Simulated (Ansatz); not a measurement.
# Tetramethylsilane (C4H12Si): one species, many methods

An exercise on one series of results from a longer session: the logs are not shown, and one member is left open.

Computed with Ansatz 0.2.0, Gaussian basis. Level: functionals in def2-TZVPP, the program's frozen cores in correlated methods.

The runs, in order: LDA (SPW92), PBE-D4, revPBE-D4, BLYP-D4, r2SCAN-D4, B97M-V, PBE0-D4, B3LYP-D4, r2SCANh-D4, r2SCAN0-D4, HSE06-D4, BHLYP-D4, CAM-B3LYP-D4, LC-ωPBE, ωB97X-V, ωB97M-V, B2PLYP, PBE-QIDH; CCSD(T)/def2-SVP; CCSD(T)/def2-TZVPP; MP2/def2-QZVPP; extrapolation to the limit; RPA on PBE.

## The geometry

All runs share one geometry, relaxed beforehand with PBE0-D4 in a triple-zeta def2 set.

17 atoms, charge 0, spin multiplicity 1.

Atoms are counted from 1 here; the program's logs count them from 0.

Bond lengths: C1–Si2 1.876 Å, C1–H6 1.093 Å, C1–H7 1.093 Å, C1–H8 1.093 Å, Si2–C3 1.876 Å, Si2–C4 1.876 Å, Si2–C5 1.876 Å, C3–H9 1.093 Å, C3–H10 1.093 Å, C3–H11 1.093 Å, C4–H12 1.093 Å, C4–H13 1.093 Å, C4–H14 1.093 Å, C5–H15 1.093 Å, C5–H16 1.093 Å, C5–H17 1.093 Å. Angles: Si2–C1–H6 111.2°, Si2–C1–H7 111.2°, Si2–C1–H8 111.2°, H6–C1–H7 107.7°, H6–C1–H8 107.7°, H7–C1–H8 107.7°, C1–Si2–C3 109.5°, C1–Si2–C4 109.5°, C1–Si2–C5 109.5°, C3–Si2–C4 109.5°, C3–Si2–C5 109.5°, C4–Si2–C5 109.5°, Si2–C3–H9 111.2°, Si2–C3–H10 111.2°, Si2–C3–H11 111.2°, H9–C3–H10 107.7°, H9–C3–H11 107.7°, H10–C3–H11 107.7° and more.

Geometry (Å):

| atom | x (Å) | y (Å) | z (Å) |
| --- | --- | --- | --- |
| C1 | -0.3693 | 0.8587 | -1.6263 |
| Si2 | 0.0000 | 0.0000 | 0.0001 |
| C3 | 1.6218 | 0.6406 | 0.6913 |
| C4 | 0.1288 | -1.8495 | -0.2848 |
| C5 | -1.3814 | 0.3503 | 1.2199 |
| H6 | -0.4495 | 1.9409 | -1.4922 |
| H7 | -1.3116 | 0.5056 | -2.0542 |
| H8 | 0.4200 | 0.6717 | -2.3596 |
| H9 | 1.8657 | 0.1553 | 1.6404 |
| H10 | 1.5765 | 1.7183 | 0.8706 |
| H11 | 2.4476 | 0.4528 | -0.0004 |
| H12 | 0.3433 | -2.3787 | 0.6477 |
| H13 | 0.9282 | -2.0853 | -0.9927 |
| H14 | -0.8036 | -2.2527 | -0.6894 |
| H15 | -2.3418 | -0.0129 | 0.8438 |
| H16 | -1.1937 | -0.1382 | 2.1800 |
| H17 | -1.4810 | 1.4231 | 1.4062 |

Set-up of the first run:

in.yaml reads:

```yaml
crystal:
  periodic: [false, false, false]
  atoms:
    - {symbol: C, position_ang: [-0.369273, 0.858679, -1.626323]}
    - {symbol: Si, position_ang: [-0.000040, 0.000029, 0.000050]}
    - {symbol: C, position_ang: [1.621837, 0.640626, 0.691328]}
    - {symbol: C, position_ang: [0.128816, -1.849546, -0.284834]}
    - {symbol: C, position_ang: [-1.381403, 0.350262, 1.219857]}
    - {symbol: H, position_ang: [-0.449460, 1.940924, -1.492247]}
    - {symbol: H, position_ang: [-1.311552, 0.505574, -2.054228]}
    - {symbol: H, position_ang: [0.420025, 0.671706, -2.359620]}
    - {symbol: H, position_ang: [1.865712, 0.155307, 1.640362]}
    - {symbol: H, position_ang: [1.576454, 1.718338, 0.870616]}
    - {symbol: H, position_ang: [2.447584, 0.452765, -0.000425]}
    - {symbol: H, position_ang: [0.343317, -2.378707, 0.647710]}
    - {symbol: H, position_ang: [0.928173, -2.085281, -0.992744]}
    - {symbol: H, position_ang: [-0.803642, -2.252678, -0.689403]}
    - {symbol: H, position_ang: [-2.341808, -0.012858, 0.843782]}
    - {symbol: H, position_ang: [-1.193700, -0.138248, 2.179960]}
    - {symbol: H, position_ang: [-1.481041, 1.423128, 1.406158]}
basis:
  gaussian: {orbitals: def2-TZVPP}
hamiltonian: {xc: lda}
output: {orbitals: {seedname: orbitals}}
```

Launch:

```bash
$ ansatz run in.yaml --threads 2 --pin off --events-out ev --progress --plain --max-ram 32768MiB --backend cuda --devices 0, --max-vram 18GiB
```

Steps of the session up to this table: LDA; PBE-D4 (GGA); revPBE-D4 (GGA); BLYP-D4 (GGA); r2SCAN-D4 (meta-GGA); B97M-V (meta-GGA); PBE0-D4 (hybrid); B3LYP-D4 (hybrid); r2SCANh-D4 (hybrid); r2SCAN0-D4 (hybrid); HSE06-D4 (hybrid); BHLYP-D4 (hybrid); CAM-B3LYP-D4 (range-separated); LC-ωPBE (range-separated); ωB97X-V (range-separated); ωB97M-V (range-separated); B2PLYP (double hybrid); PBE-QIDH (double hybrid).

One table of the session follows, with a row left open; its other results are not shown here.

```
  functional  HOMO (eV)  LUMO (eV)  gap (eV)
 LDA (SPW92)          ?          ?         ?
      PBE-D4      -6.99       0.13      7.12
   revPBE-D4      -6.95       0.21      7.16
     BLYP-D4      -6.89       0.11      7.00
   r2SCAN-D4      -7.28       0.93      8.20
      B97M-V      -7.35       0.22      7.57
     PBE0-D4      -8.31       0.88      9.19
    B3LYP-D4      -8.11       0.55      8.65
  r2SCANh-D4      -7.76       1.13      8.89
  r2SCAN0-D4      -8.49       1.41      9.90
    HSE06-D4      -7.90       0.51      8.42
    BHLYP-D4      -9.56       1.42     10.99
CAM-B3LYP-D4      -9.71       1.60     11.32
     LC-ωPBE     -11.06       2.92     13.98
     ωB97X-V     -10.72       2.66     13.37
     ωB97M-V     -10.57       2.22     12.79
```

Q: Estimate the row for LDA (SPW92) from the others.

The run gave: HOMO (eV): -7.09; LUMO (eV): -0.02; gap (eV): 7.07. In the column «HOMO (eV)» it lies between r2SCAN-D4 (-7.28) and PBE-D4 (-6.99).
